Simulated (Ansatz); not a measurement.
The input, for Ansatz 0.2.0:

```yaml
crystal:
  periodic: [false, false, false]
  atoms:
    - {symbol: Al, position_ang: [0.068629, -0.074321, 1.914961]}
    - {symbol: C, position_ang: [-0.096245, 0.432964, 0.081682]}
    - {symbol: Cl, position_ang: [-0.019625, -0.090117, -1.485055]}
basis:
  gaussian: {orbitals: cc-pVDZ}
magnetization: {spin_polarized: true, initial_magnetization: 0}
hamiltonian: {xc: {name: B3LYP}}
```

```sh
$ ansatz run in.yaml --threads 1 --pin off --events-out ev --progress --plain --max-ram 2393MiB
```

The program prints:

```
511 factors; integrals over basis functions are off by at most 1.3e-3 eV
mean field evaluation 1: about -20145.3162 eV, gradient 3.5e1 eV
mean field evaluation 2: about -20108.7036 eV, gradient 6.6e1 eV
mean field evaluation 4: about -20152.6703 eV, gradient 5.8e0 eV
mean field evaluation 8: about -20153.0267 eV, gradient 3.0e-1 eV
mean field evaluation 16: about -20153.0273 eV, gradient 4.2e-5 eV
mean field evaluation 32: about -20153.7210 eV, gradient 9.4e-6 eV
mean field evaluation 64: about -20153.0273 eV, gradient 9.2e-4 eV
mean field evaluation 96: about -20153.7186 eV, gradient 2.4e-1 eV
mean field -20153.72103238 eV, -740.6355872573 hartree, gradient 9.4e-6 eV, S^2 1.016820; 10 other end points of the search recorded, 0 dependent functions left out
reference -20153.72123418 eV, -740.6355946734 hartree; 18, 18 occupied and 32, 32 virtual orbitals, 511 factors
Total energy: -20153.72123418 eV, -740.6355946734 hartree
```

Ran on 1 thread of Arm Neoverse V1, shared host: 18 s wall, 0.13 GiB peak host memory.
